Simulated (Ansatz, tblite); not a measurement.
# The cluster Ag2F2−: which isomer is lowest

One table from this session's results is given with a row withheld; the runs are named, their logs left out.

Program: Ansatz 0.2.0, Gaussian basis. Level of theory: relaxed with PBE-D4/def2-TZVPD, doublet. These are calculated values, not measurements.

2 further runs of the same task are left out: 2 set aside as unsound or not needed. Runs told in other sessions of the task aren't counted.

### The starting structure

4 atoms, charge -1, spin multiplicity 2.

Atoms are counted from 1 here; the program's logs count them from 0.

Bond lengths: Ag1–Ag2 2.641 Å, Ag1–F4 2.098 Å, Ag2–F3 2.097 Å. Angles: Ag2–Ag1–F4 179.9°, Ag1–Ag2–F3 179.7°.

Ag takes a core potential in the def2 sets. No spin-orbit coupling is included. The ion is computed in the gas phase, without counter-ions or solvent.

A search from random starts with GFN1-xTB found 8 distinct shapes; 2 go on here. The structure above is candidate A, which lies 0.00 eV above the lowest at that level; B lies 1.16 eV above the lowest at that level.

The first run:

in.yaml

```yaml
crystal:
  periodic: [false, false, false]
  atoms:
    - {symbol: Ag, position_ang: [1.237900, 0.456890, -0.035980]}
    - {symbol: Ag, position_ang: [-1.237320, -0.460250, 0.032760]}
    - {symbol: F, position_ang: [-3.204470, -1.183370, 0.095840]}
    - {symbol: F, position_ang: [3.203900, 1.186730, -0.092620]}
basis:
  gaussian: {orbitals: def2-TZVPD}
total_charge: -1
magnetization: {spin_polarized: true, initial_magnetization: 1}
hamiltonian: {xc: pbe, dispersion: d4}
scf: {lower_state_search: "off"}
output: {orbitals: {seedname: orbitals}}
relax: {f_tol: 0.02, max_steps: 100}
```

The run is started by

```
ansatz run in.yaml --threads 4 --pin off --events-out ev --progress --plain --max-ram 3916MiB
```

Steps of the session up to this table: Relaxing candidate A; Relaxing candidate B; Candidate B, PBE0-D4/def2-TZVPD; Candidate B, PBE-D4/def2-TZVPD; Candidate B, r2SCAN-D4/def2-TZVPD; Candidate B, revPBE-D4/def2-TZVPD; Candidate B, B97M-V/def2-TZVPD; Candidate B, CCSD(T)/def2-SVPD.

One table of the session follows, with a row left open; its other results are not shown here.

It belongs to the step «B against A». 

| method | B above A (kcal/mol) |
| --- | --- |
| GFN1-xTB | 17.6 |
| GFN2-xTB | 3.4 |
| HF/def2-SVPD | 9.3 |
| PBE-D4/def2-TZVPD | 0.5 |
| revPBE-D4/def2-TZVPD | 0.8 |
| r2SCAN-D4/def2-TZVPD | 0.0 |
| B97M-V/def2-TZVPD | ? |
| PBE0-D4/def2-TZVPD | 3.3 |
| MP2/def2-SVPD | 7.2 |
| CCSD/def2-SVPD | 6.8 |
| CCSD(T)/def2-SVPD | 6.2 |

Estimate the missing values for B97M-V/def2-TZVPD.

**Answer.** B above A (kcal/mol): -1.1. In the column «B above A (kcal/mol)» it is the lowest.

Caveats from the session: The search was small, so a lower isomer may exist. Only doublets are compared; another spin may lie lower and prefer another shape.
